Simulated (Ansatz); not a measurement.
Consider the substitution at a C–C bond: `C/C=C(\C)Cl` + HCl → `C/C(Cl)=C\Cl` + CH₄.

Isolated molecules relaxed with PBE0-D4/def2-TZVP in Ansatz; ΔE leaves out vibrations. CCSD(T)/CBS is the MP2 limit (def2-TZVPP, def2-QZVPP) plus CCSD(T) − MP2 in def2-TZVPP, frozen cores. This one scheme is used for every species. Double bonds are as drawn, so ΔE can hold a change between cis and trans. Functionals use def2-TZVPP. B3LYP here is the variant with VWN-RPA as its local correlation; programs differ in this.

| level | ΔE (kJ/mol) | difference from CCSD(T)/CBS |
| --- | --- | --- |
| PBE-D4 | 12.0 | -8.9 |
| r2SCAN-D4 | 13.6 | -7.3 |
| PBE0-D4 | 17.3 | -3.6 |
| B3LYP-D4 | 15.1 | -5.8 |
| ωB97X-V | 18.2 | -2.7 |
| ωB97M-V | 18.5 | -2.4 |
| B2PLYP | 16.4 | -4.5 |
| PBE0 | 16.9 | -4.0 |
| B3LYP | 14.7 | -6.2 |
| HF/def2-TZVPP | 25.0 | 4.1 |
| MP2/def2-TZVPP | 19.2 | -1.7 |
| SCS-MP2/def2-TZVPP | 19.2 | -1.7 |
| CCSD(T)/def2-TZVPP | 22.1 | 1.2 |
| HF/def2-QZVPP | 25.3 | 4.4 |
| SCS-MP2/def2-QZVPP | 18.9 | -2.0 |
| HF/CBS(def2) | 25.4 | 4.5 |
| CCSD(T)/CBS | 20.9 | 0 |

Largest T1 diagnostic among the species: 0.010.

From PBE to PBE0 (25 % exact exchange), in def2-TZVPP and without D4, ΔE moves by +5.4 kJ/mol.

CCSD(T)/CBS has its own doubt, a few kJ/mol and more with outer-core shells, so smaller differences from it don't rank the levels.
